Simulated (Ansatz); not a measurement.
A made-up structure of B₂H₂Cl, doublet:

```tsv
atom	x (Å)	y (Å)	z (Å)
B1	-1.0143	0.2290	-0.4664
B2	0.6186	0.0509	0.1993
Cl3	1.0717	-1.6428	1.1185
H4	-2.2323	0.3611	-0.9626
H5	1.5563	1.0017	0.1112
```

It is relaxed with PBE-D4/def2-SVP and then PBE0-D4/def2-TZVP (Ansatz 0.2.0). Atoms count as bonded within 1.22 times the sum of their covalent radii (H–H: 0.88 Å). The end point is not checked to be a true minimum.

(1) Does its bonding change? (A judgement: the text doesn't fix the answer.)

Results:

(1) Computed: No: no bond forms or breaks.

Where it ends: The first stage lowers the energy by 0.90 eV in 4 steps. It ends as B₂H₂Cl ([BH][BH][Cl]):
B1  (-0.906, 0.204, -0.416)
B2  (0.552, 0.045, 0.178)
Cl3  (0.958, -1.467, 0.999)
H4  (-1.993, 0.323, -0.860)
H5  (1.389, 0.894, 0.099)
(Å)

Labels in which every atom is bracketed show which atoms are joined, not bond orders.

For scale, one of the runs: PBE0-D4/def2-TZVP relaxation, 111 basis functions, launched by `ansatz run in.yaml --threads 2 --pin off --events-out ev --progress --plain --max-ram 4352MiB`. The run took about 17 s on 2 CPU threads of an Arm Neoverse V1 (shared host).
